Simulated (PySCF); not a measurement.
hydrogen sulfide (H₂S), SMILES S. The structure is a stationary point at PBE-D3(BJ)/def2-TZVPD.

TDA-PBE0/def2-TZVPD (PySCF 2.14.0) puts the lowest singlet excitations at 5.95, 6.17, 7.50, 7.69, 8.01, 8.77 eV.

Task: What are the lowest excitation roots from ADC(3)/aug-cc-pVDZ run with PySCF? (Estimate from the structure and the level; the computed values follow.)

Result: 6.02, 6.08, 7.84, 8.33, 8.75, 9.14 eV. S1 differs by 0.08 eV (second minus first; roots are paired by order, and the bases may differ).
